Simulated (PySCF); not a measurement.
# Worked example: correlation energy of HNAl⁺, quintet

Geometry: that of the HNAl, quartet, kept fixed. The triplet lies 4.1 eV lower here.

```json
{"atom": "Al", "x (Å)": "0.0000", "y (Å)": "-0.0319", "z (Å)": "0.6899"}
{"atom": "N", "x (Å)": "0.0000", "y (Å)": "0.1209", "z (Å)": "-1.2129"}
{"atom": "H", "x (Å)": "0.0000", "y (Å)": "-0.8261", "z (Å)": "-1.6143"}
```

Basis 6-31G; PySCF 2.14.0. Correlated methods freeze the noble-gas cores, which leaves 8 electrons in 18 orbitals. Prefix R: restricted or restricted open-shell reference; prefix U: unrestricted.

Full CI is exact within this basis and frozen core; it isn't the basis-set limit. The frozen core follows each run's orbitals, which can shift R against U totals by a few meV.

UCCSD has a T1 diagnostic of 0.011 and a largest doubles amplitude of 0.03.

Restricted and unrestricted runs freeze slightly different cores, so the step to full CI, which has another core, is uncertain by up to 0.1 kcal/mol.

| level | total energy (hartree) |
| --- | --- |
| UHF | -296.477337 |
| UMP2 | -296.537442 |
| UCCSD | -296.551609 |
| UCCSD(T) | -296.552400 |
| UCCSDT | -296.552622 |
| full CI | -296.552651 |

What is the correlation energy at full CI, and what share of it do UMP2 and UCCSD recover?

E(corr) = -296.552651 − (-296.477337) = -0.075314 hartree = -2.049 eV. UMP2: -0.060105 / -0.075314 = 79.81 %. UCCSD: -0.074272 / -0.075314 = 98.62 %.

By how many kcal/mol does UCCSD(T) miss full CI (1 hartree = 627.509 kcal/mol), and which steps make up the rest?

-296.552400 − (-296.552651) = 0.000251 hartree = 0.16 kcal/mol. Steps: UCCSDT − UCCSD(T) = -0.14, full CI − UCCSDT = -0.02 kcal/mol. That is within 1 kcal/mol of the reference in this basis, which itself misses far more of the correlation at the basis-set limit.
